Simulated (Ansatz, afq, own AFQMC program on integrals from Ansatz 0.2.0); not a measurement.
AFQMC on a folder of integrals that Ansatz 0.2.0 wrote.

```yaml
crystal:
  periodic: [false, false, false]
  atoms:
    - {symbol: Si, position_ang: [0.000000, 0.064094, 1.005387]}
    - {symbol: Si, position_ang: [0.000000, -0.004642, -1.094839]}
    - {symbol: H, position_ang: [0.000000, -0.381837, 2.430212]}
    - {symbol: H, position_ang: [0.000000, -1.274751, 0.062301]}
basis:
  gaussian: {orbitals: cc-pVDZ}
total_charge: 1
magnetization: {spin_polarized: true, initial_magnetization: 1}
correlation: {method: ccsd_t, electrons: outside_noble_gas, hamiltonian_folder: ham}
```

```sh
$ ansatz run in.yaml --threads 1 --pin off --events-out ev --progress --plain --max-ram 1843MiB
```

afq runs on the folder ham with

```
--method free --trial cisd --walkers 60 --time-step 0.03 --max-blocks 80 --target-error 0.00036 --factor-cut 1e-05 --seed 8869 --times 0,0.3,0.6,1.2,1.8,2.4,3.6,4.8,6 --taylor-order 8
```

Times are imaginary, in 1/Eh. The walk had a cap of 1011 s.

Log:

```
orbitals 36  electrons 5 4  factors 274 of 455
reference energy -578.64939338 Eh
CCSD correlation -0.18785834 Eh in 12 cycles, weight of the determinant in the CISD state 0.8636
repeat  energy at the last time / Eh  error
    10  -578.846045  0.001386
    20  -578.846977  0.000957
    30  -578.846186  0.001207
    40  -578.846365  0.001074
    50  -578.845912  0.000884
    60  -578.846335  0.000821
    70  -578.846411  0.000764
    80  -578.846262  0.000718
time / (1/Eh)  energy / Eh  error  mean overlap
  0.00  -578.837074  0.000109  1.1567
  0.30  -578.841089  0.000154  1.1600
  0.60  -578.843353  0.000190  1.1481
  1.20  -578.845452  0.000239  1.1573
  1.80  -578.845868  0.000255  1.1795
  2.40  -578.846217  0.000338  1.1856
  3.60  -578.846623  0.000403  1.2392
  4.80  -578.847270  0.000488  1.2426
  6.00  -578.846262  0.000718  1.2963
energy -578.846262 +/- 0.000718 Eh
```

The run passed its tests (error under three times the target), which doesn't prove that it has relaxed.

Against this walk (error 19.5 meV) on the same determinant: CCSD(T) 34.0 meV higher (within the noise), CCSDT(Q) 22.9 meV lower (within the noise). The error is statistical, and a free projection of finite length keeps a remainder of its start. The last points scatter (meV from the last: 11 ± 7 at 1.80, 1 ± 9 at 2.40, -10 ± 11 at 3.60, -27 ± 13 at 4.80, 0 ± 20 at 6.00); the last is the one printed as the energy, and the gaps above move with that scatter.

Cautions: remainder of the start not in the error; error above the target (19.5 against 9.8 meV).

The walk took 7.6 min on 1 thread of Arm Neoverse N1, with other jobs on the host. The log's last line is the free-projection energy.

CCSDT and higher add their correlation energy to the determinant of the CCSD(T) run, since their own runs factorise the integrals more tightly (a shift of under 2 meV). A walk keeps the symmetry of its determinant, which the program's search chose and which needn't be the lowest solution, so a lower state of the same spin and another symmetry isn't excluded.
